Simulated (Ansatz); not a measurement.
# BSiO (doublet): from Hartree-Fock to the top rungs at a displaced geometry (v2), cc-pVDZ

The task here is to estimate one member of a computed series from the others.

Computed with Ansatz 0.2.0, Gaussian basis. Level: cc-pVDZ, core rule «outside noble gas», up to 7 orbitals frozen.

Plan: UHF; CCSD(T) on ROHF; CCSD(T) on UHF; BCCD(T) on ROHF; CISD; CCSDT(Q) on ROHF; CCSDT(Q) on UHF.

29 further runs of the same task are left out: 6 for a known fault of the program, 8 that didn't finish, 15 set aside as unsound or not needed.

### What is computed

The geometry is a PBE0/def2-TZVP stationary point (not a proven minimum) with its atoms shifted at random (size 0.100 Å).

3 atoms, charge 0, spin multiplicity 2.

Atoms are counted from 1 here; the program's logs count them from 0.

Bond lengths: B1–O2 1.314 Å, O2–Si3 1.674 Å. Angles: B1–O2–Si3 170.1°.

Geometry (Å):

```xyz
3
BOSi
B     0.0844    0.0052   -1.4264
O    -0.0805    0.0136   -0.1226
Si   -0.0039   -0.0188    1.5490
```

The first run:

in.yaml

```yaml
crystal:
  periodic: [false, false, false]
  atoms:
    - {symbol: B, position_ang: [0.084376, 0.005225, -1.426402]}
    - {symbol: O, position_ang: [-0.080498, 0.013599, -0.122609]}
    - {symbol: Si, position_ang: [-0.003878, -0.018825, 1.549011]}
basis:
  gaussian: {orbitals: cc-pVDZ}
magnetization: {spin_polarized: true, initial_magnetization: 1}
hamiltonian: {xc: hf}
output: {orbitals: {seedname: orbitals}}
```

Run with:

```console
$ ansatz run in.yaml --threads 1 --pin off --events-out ev --progress --plain --max-ram 2393MiB
```

Among the steps run: UHF; CCSD(T) on ROHF; CCSD(T) on UHF; BCCD(T) on ROHF; CISD; CCSDT(Q) on ROHF; CCSDT(Q) on UHF.

One of the session's tables, all rows but one given; the rest of the session is left out.

| method | from UCCSDT(Q) (kcal/mol) |
| --- | --- |
| ROHF | +214.87 |
| UHF | +212.05 |
| RMP2 | +26.43 |
| UMP2 | +26.69 |
| CISD | +29.15 |
| RCCSD | +7.73 |
| UCCSD | +7.66 |
| RCCSD(T) | +1.19 |
| UCCSD(T) | +1.20 |
| BCCD(T) | +1.04 |
| RCCSDT | ? |
| UCCSDT | +0.67 |
| RCCSDT(Q) | +0.08 |
| UCCSDT(Q) | 0 |

**Question.** Estimate the row for RCCSDT.

The run gave: from UCCSDT(Q) (kcal/mol): +0.68. In the column «from UCCSDT(Q) (kcal/mol)» it lies between UCCSDT (+0.67) and BCCD(T) (+1.04).

Caveats from the session: Restricted and unrestricted rows rest on different reference determinants; where their highest levels disagree by more than a few hundredths of an eV, they describe different states and don't form one ladder.
